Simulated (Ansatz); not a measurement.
**SiH4+ (doublet): from Hartree-Fock to the top rungs at distance Si1–H3 = 4.151 Å, 6-31G**

Aim: climb from Hartree-Fock through coupled cluster and multireference methods for SiH4+ (doublet) at one geometry and basis, and see what each rung misses.

Computed with Ansatz 0.2.0, Gaussian basis. Level: 6-31G, core rule «outside noble gas», up to 5 orbitals frozen.

To be run: UHF; CCSD(T) on ROHF; CCSD(T) on UHF; BCCD(T) on ROHF; CISD; CCSDT(Q) on ROHF; CCSDT(Q) on UHF; CISDTQ; CCSDTQ on ROHF; CCSDTQ on UHF; CASSCF and MRCISD+Q, 3 electrons in 3 orbitals; CASSCF and NEVPT2, 3 electrons in 3 orbitals; CASSCF and MRCISD+Q, 7 electrons in 8 orbitals; CASSCF and NEVPT2, 7 electrons in 8 orbitals; Full CI.

19 further runs of the same task are left out: 14 that didn't finish, 5 set aside as unsound or not needed.

### 1 What is computed

The geometry derives from a PBE0/def2-TZVP stationary point (not a proven minimum). One bond is set to the value named and the two fragments are kept rigid.

5 atoms, charge 1, spin multiplicity 2.

Atoms are counted from 1 here; the program's logs count them from 0.

Bond lengths: Si1–H2 1.538 Å, Si1–H4 1.538 Å, Si1–H5 1.538 Å. Angles: H2–Si1–H4 90.0°, H2–Si1–H5 180.0°, H4–Si1–H5 90.0°.

### 2 UHF

Contents of in.yaml:

```yaml
crystal:
  periodic: [false, false, false]
  atoms:
    - {symbol: Si, position_ang: [0.000898, 0.057803, -0.058172]}
    - {symbol: H, position_ang: [-0.010268, 1.148662, 1.025608]}
    - {symbol: H, position_ang: [-0.044568, -2.867885, 2.886158]}
    - {symbol: H, position_ang: [0.017741, 1.141633, -1.148907]}
    - {symbol: H, position_ang: [0.012064, -1.033055, -1.141951]}
basis:
  gaussian: {orbitals: 6-31G}
total_charge: 1
magnetization: {spin_polarized: true, initial_magnetization: 1}
hamiltonian: {xc: hf}
output: {orbitals: {seedname: orbitals}}
```

On the command line:

```sh
ansatz run in.yaml --threads 1 --pin off --events-out ev --progress --plain --max-ram 2393MiB
```

After this run come: CCSD(T) on ROHF; CCSD(T) on UHF; BCCD(T) on ROHF; CISD; CCSDT(Q) on ROHF; CCSDT(Q) on UHF; CISDTQ; CCSDTQ on ROHF; CCSDTQ on UHF; CASSCF and MRCISD+Q, 3 electrons in 3 orbitals; CASSCF and NEVPT2, 3 electrons in 3 orbitals; CASSCF and MRCISD+Q, 7 electrons in 8 orbitals; CASSCF and NEVPT2, 7 electrons in 8 orbitals; Full CI.

Q: Predict the results of all the runs planned. Wanted: FCI below the RHF energy; RMP2 from FCI; UMP2 from FCI; RCCSD from FCI; RCCSD(T) from FCI; UCCSD(T) from FCI; RCCSDT(Q) from FCI; UCCSDT(Q) from FCI; NEVPT2 pair from FCI.

The runs gave:

```
                         quantity                                                                                                                                                       value
         FCI below the RHF energy                                                                                                                                                  -2.0866 eV
                    RMP2 from FCI                                                                                                                                                +65.6 kJ/mol
                    UMP2 from FCI                                                                                                                                                +65.6 kJ/mol
                   RCCSD from FCI                                                                                                                                                 +2.9 kJ/mol
                RCCSD(T) from FCI                                                                                                                                                 +1.0 kJ/mol
                UCCSD(T) from FCI                                                                                                                                                 +1.0 kJ/mol
               RCCSDT(Q) from FCI                                                                                                                                                  0.0 kJ/mol
               UCCSDT(Q) from FCI                                                                                                                                                  0.0 kJ/mol
             NEVPT2 pair from FCI                                                                                                                                                +53.3 kJ/mol
           MRCISD+Q pair from FCI                                                                                                                                                 -2.0 kJ/mol
          NEVPT2 valence from FCI                                                                                                                                                 +7.7 kJ/mol
levels within 1 kcal/mol (43 meV)  RCCSD, UCCSD, RCCSD(T), UCCSD(T), BCCD(T), RCCSDT, UCCSDT, CISDTQ, RCCSDT(Q), UCCSDT(Q), RCCSDTQ, UCCSDTQ, MRCISD+Q pair, MRCISD valence, MRCISD+Q valence
                    T1 diagnostic                                                                                                                                                       0.008
   effectively unpaired electrons                                                                                                                                                        1.05
```

In words: RCCSD(T) misses by +1.0 kJ/mol, 0.5 % of the correlation energy. MRCISD+Q pair falls below full CI: the +Q correction isn't variational, and the cores differ from full CI's. One determinant dominates. Of the multireference levels listed MRCISD+Q valence comes nearest in total energy (+0.3 kJ/mol), which doesn't show that its space is the better one. These misses are within one basis, not against nature; the frozen cores of restricted and unrestricted runs differ, which can shift their rows.
